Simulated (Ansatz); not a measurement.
**H4O2+ (doublet): geometry and frequencies at several levels**

The task, for H4O2+ (doublet): geometry and frequencies at several levels. Charge +1. Spin multiplicity 2.

Program: Ansatz 0.2.0. Level of theory: the levels named in each step. These are calculated values, not measurements.

## Step 1: Starting point

Bond lengths: O1–H3 0.973 Å, O1–H4 0.973 Å, O2–H5 0.973 Å, O2–H6 0.973 Å. Angles: H3–O1–H4 112.6°, H5–O2–H6 112.5°.

As a file:

```xyz
6

O     1.9886  -15.7553   23.4941
O    -1.9030   15.8309  -23.4985
H     2.2851  -16.6820   23.4875
H     1.0772  -15.6571   23.8202
H    -2.1777   14.9997  -23.0746
H    -2.5436   16.1398  -24.1624
```

## Step 2: A rough first relaxation, PBE-D4/def2-SVP

Contents of input.yaml:

```yaml
crystal:
  periodic: [false, false, false]
  atoms:
    - { symbol: O, position_ang: [1.98859, -15.75531, 23.49406] }
    - { symbol: O, position_ang: [-1.90297, 15.83089, -23.49852] }
    - { symbol: H, position_ang: [2.28505, -16.682, 23.48748] }
    - { symbol: H, position_ang: [1.07717, -15.65712, 23.82023] }
    - { symbol: H, position_ang: [-2.1777, 14.99967, -23.0746] }
    - { symbol: H, position_ang: [-2.54363, 16.13976, -24.16242] }
magnetization:
  spin_polarized: true
  initial_magnetization: 1
total_charge: 1
basis:
  gaussian: { orbitals: def2-SVP }
hamiltonian:
  xc: pbe
  dispersion: d4
relax:
  f_tol: 0.03
  max_steps: 200
```

Launch:

```sh
$ ansatz run input.yaml --threads 2 --pin off --max-ram 5120MiB --backend cpu --events-out ev --progress --plain --runs-dir out
```

After this run come: Relaxation, PBE0-D4/def2-TZVPP; Frequencies, PBE0-D4/def2-TZVPP; Relaxation, PBE-D4/def2-TZVPP; Frequencies, PBE-D4/def2-TZVPP; Relaxation, r2SCAN-D4/def2-TZVPP; Frequencies, r2SCAN-D4/def2-TZVPP; Relaxation, B3LYP-D4/def2-TZVPP; Frequencies, B3LYP-D4/def2-TZVPP; Relaxation, B2PLYP/def2-TZVPP.

**Question.** What will these runs give? Wanted: O1–H3 at B2PLYP/def2-TZVPP; O1–H4 at B2PLYP/def2-TZVPP; frequencies at B3LYP-D4/def2-TZVPP.

The runs gave:

```
                          quantity             value
        O1–H3 at B2PLYP/def2-TZVPP           0.978 Å
        O1–H4 at B2PLYP/def2-TZVPP           0.978 Å
frequencies at B3LYP-D4/def2-TZVPP  -22 to 3736 cm⁻¹
```

In words: The O–H distance spreads over 0.012 Å, from PBE0-D4/def2-TZVPP (shortest) to PBE-D4/def2-TZVPP. A small imaginary frequency is left, within the noise of the finite differences or a very flat motion.
